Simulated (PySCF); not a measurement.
Job file and geometry (Å, from PBE0-D3(BJ)/def2-SVP) of a spin–spin coupling run on `CCC(C)=O`, C4H8O, PySCF, B3LYP/pcJ-1 indirect spin-spin coupling, non-relativistic, gas phase; density fitting, a coarse starting grid and PySCF grid level 2 are the driver's defaults:

```
{"job": {"kind": "j", "xc": "B3LYP", "basis": "pcJ-1"}, "charge": 0, "multiplicity": 1}
C     -1.821434    -0.124538     0.840381
C     -0.445645    -0.554573     0.374171
C      0.490073     0.606376     0.100748
C      1.895653     0.252054    -0.321817
O      0.128798     1.753277     0.212738
H     -2.463981    -0.995192     1.036010
H     -1.754527     0.471944     1.761564
H     -2.311324     0.506645     0.085370
H     -0.502539    -1.155388    -0.551950
H      0.044405    -1.219188     1.108224
H      2.390157    -0.351020     0.456128
H      1.879550    -0.359496    -1.237835
H      2.470811     1.169100    -0.499513
```

Question: Write the output of this run.

Answer: 
```
coarse grid: 10392 points
cycle   1  E = -232.2840762779  dE =  4.223e-01  |g| = 8.701e-01  |ddm| = 2.725e+00
cycle   2  E = -231.7829456124  dE =  5.011e-01  |g| = 1.820e+00  |ddm| = 2.916e+00
cycle   3  E = -232.4252251376  dE = -6.423e-01  |g| = 2.153e-01  |ddm| = 2.366e+00
cycle   4  E = -232.4351709643  dE = -9.946e-03  |g| = 7.322e-02  |ddm| = 2.018e-01
cycle   5  E = -232.4363665122  dE = -1.196e-03  |g| = 1.014e-02  |ddm| = 5.283e-02
cycle   6  E = -232.4363852369  dE = -1.872e-05  |g| = 3.976e-03  |ddm| = 9.163e-03
cycle   7  E = -232.4363886595  dE = -3.423e-06  |g| = 8.559e-04  |ddm| = 4.110e-03
final grid: 99016 points
cycle   8  E = -232.4871502575  dE = -1.075e-04  |g| = 7.299e-03  |ddm| = 1.853e-02
cycle   9  E = -232.4871286067  dE =  2.165e-05  |g| = 1.276e-02  |ddm| = 1.284e-02
cycle  10  E = -232.4871596779  dE = -3.107e-05  |g| = 2.288e-03  |ddm| = 1.026e-02
cycle  11  E = -232.4871606306  dE = -9.527e-07  |g| = 4.617e-04  |ddm| = 2.075e-03
cycle  12  E = -232.4871606766  dE = -4.597e-08  |g| = 5.397e-05  |ddm| = 3.001e-04
cycle  13  E = -232.4871606773  dE = -6.570e-10  |g| = 1.665e-05  |ddm| = 6.668e-05
converged SCF energy = -232.4871606773

Indirect spin-spin couplings (Hz)
  i      j    bonds     total        FC       PSO       DSO        SD
  0 C    1 C    1     40.102    40.301    -0.379     0.181         -
  0 C    2 C    2     -1.750    -1.606    -0.163     0.019         -
  0 C    3 C    3      1.123     1.145     0.050    -0.072         -
  0 C    4 O    3     -1.712    -1.849     0.139    -0.003         -
  0 C    5 H    1    132.163   130.306     1.273     0.584         -
  0 C    6 H    1    135.622   133.895     1.094     0.633         -
  0 C    7 H    1    135.911   134.191     1.087     0.633         -
  0 C    8 H    2     -3.244    -3.255     0.234    -0.223         -
  0 C    9 H    2     -2.915    -2.925     0.236    -0.226         -
  0 C   11 H    4      0.158     0.180     0.218    -0.240         -
  0 C   12 H    4      1.940     1.967     0.295    -0.321         -
  1 C    2 C    1     40.931    42.719    -2.063     0.276         -
  1 C    3 C    2     17.362    17.697    -0.332    -0.003         -
  1 C    4 O    2     -0.805    -2.562     1.722     0.035         -
  1 C    5 H    2     -2.072    -2.081     0.200    -0.191         -
  1 C    6 H    2     -4.487    -4.542     0.214    -0.159         -
  1 C    7 H    2     -4.590    -4.647     0.216    -0.159         -
  1 C    8 H    1    127.756   125.774     1.114     0.868         -
  1 C    9 H    1    128.728   126.766     1.096     0.867         -
  1 C   10 H    3     -0.097    -0.087    -0.019     0.009         -
  1 C   11 H    3     -0.100    -0.092    -0.024     0.015         -
  1 C   12 H    3      5.537     5.574     0.395    -0.432         -
  2 C    3 C    1     42.979    44.624    -1.888     0.243         -
  2 C    4 O    1     34.063    13.704    20.434    -0.075         -
  2 C    5 H    3     10.932    10.981     0.322    -0.371         -
  2 C    6 H    3      2.237     2.411    -0.207     0.033         -
  2 C    7 H    3      1.979     2.176    -0.218     0.021         -
  2 C    8 H    2     -5.168    -5.068    -0.207     0.107         -
  2 C    9 H    2     -4.711    -4.562    -0.246     0.096         -
  2 C   10 H    2     -4.776    -4.668    -0.120     0.012         -
  2 C   11 H    2     -4.759    -4.644    -0.126     0.011         -
  2 C   12 H    2     -5.932    -5.522    -0.355    -0.055         -
  3 C    4 O    2     -2.049    -3.720     1.627     0.044         -
  3 C    5 H    4      0.441     0.428     0.309    -0.297         -
  3 C    6 H    4     -0.271    -0.255     0.237    -0.253         -
  3 C    7 H    4     -0.266    -0.250     0.248    -0.263         -
  3 C    8 H    3     -0.270    -0.260    -0.016     0.006         -
  3 C    9 H    3     -0.139    -0.133    -0.032     0.026         -
  3 C   10 H    1    129.972   128.022     1.321     0.629         -
  3 C   11 H    1    129.799   127.848     1.323     0.629         -
  3 C   12 H    1    141.961   140.380     0.952     0.629         -
  4 O    5 H    4     -0.714    -0.779    -0.150     0.215         -
  4 O    8 H    3     -1.592    -2.038     0.184     0.262         -
  4 O    9 H    3     -1.622    -2.138     0.241     0.275         -
  4 O   10 H    3     -2.187    -2.639     0.184     0.269         -
  4 O   11 H    3     -2.224    -2.690     0.195     0.271         -
  4 O   12 H    3     -1.462    -2.098     0.612     0.024         -
  5 H    6 H    2    -13.574   -13.647     2.685    -2.612         -
  5 H    7 H    2    -13.579   -13.652     2.688    -2.615         -
  5 H    8 H    3      3.677     3.790     0.450    -0.563         -
  5 H    9 H    3      3.911     4.022     0.410    -0.520         -
  5 H   12 H    5      0.374     0.442     1.226    -1.294         -
  6 H    7 H    2    -15.281   -15.375     2.409    -2.314         -
  6 H    8 H    3     16.399    16.486     2.720    -2.807         -
  6 H    9 H    3      3.838     3.940     0.492    -0.595         -
  6 H   12 H    5     -0.179    -0.094     0.933    -1.019         -
  7 H    8 H    3      4.288     4.387     0.432    -0.531         -
  7 H    9 H    3     16.414    16.500     2.719    -2.806         -
  7 H   12 H    5     -0.189    -0.102     0.949    -1.036         -
  8 H    9 H    2    -21.794   -21.984     1.979    -1.790         -
  8 H   10 H    4     -0.320    -0.251     0.482    -0.550         -
  8 H   11 H    4      1.301     1.271    -1.224     1.254         -
  9 H   10 H    4      1.313     1.279    -1.262     1.295         -
  9 H   11 H    4     -0.459    -0.396     0.333    -0.396         -
  9 H   12 H    4      0.255     0.331     1.445    -1.522         -
 10 H   11 H    2    -20.002   -20.148     2.558    -2.412         -
 10 H   12 H    2    -13.252   -13.347     2.755    -2.660         -
 11 H   12 H    2    -13.177   -13.271     2.756    -2.662         -
```

Size and cost of the density-fitted run: 215 basis functions, about 13 core-seconds.
